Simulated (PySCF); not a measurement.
Published values to compare with (the computed states carry no symmetry labels, so the two lists aren't matched line by line):

```
    state  E (eV)  f   kind of transition  source
3Σ+(π→π*)    3.47     vertical absorption     [1]
 3Δ(π→π*)    4.22     vertical absorption     [1]
1Σ-(π→π*)    4.84     vertical absorption     [1]
 1Δ(π→π*)    5.15     vertical absorption     [1]
```

[1] computed, theoretical best estimate (aug-cc-pVTZ, frozen core, CC3 geometry), gas; Veril, Scemama, Caffarel, Lipparini, Boggio-Pasqua, Jacquemin, Loos, WIREs Comput. Mol. Sci. 2021, 11, e1517 (QUESTDB)

Compound: phosphaethyne, CHP.
SMILES: `C#P`

Theory: PySCF 2.14.0, density-fitted response routines, TDDFT PBE0/def2-SVPD, vertical, gas phase, core orbitals frozen in the response. Geometry: PBE0-D3(BJ)/def2-SVP; no solvent, vibrations or thermal averaging.

Computed singlets: 4.57 eV (f 0.000); 4.93 eV (f 0.000 summed over 2 states); 7.41 eV (f 0.033 summed over 2 states); 7.98 eV (f 0.510); 7.99 eV (f 0.227 summed over 2 states); 8.63 eV (f 0.098 summed over 2 states). Computed triplets (Tamm–Dancoff): 3.34, 3.83, 3.83 eV.

Question: How does the lowest computed singlet compare with the best estimate listed for the lowest singlet (vertical absorption)?

Answer: 4.57 eV against 4.84 eV for 1Σ-(π→π*) [1]: a difference of -0.27 eV. Geometry and basis of the two calculations needn't be the same.

Question: How does the lowest computed triplet compare with the best estimate listed for the lowest triplet (vertical absorption)?

Answer: 3.34 eV against 3.47 eV for 3Σ+(π→π*) [1]: a difference of -0.13 eV. Geometry and basis of the two calculations needn't be the same.

The vertical ionisation energy (ΔSCF) is 10.72 eV, 2.09 eV above S10.
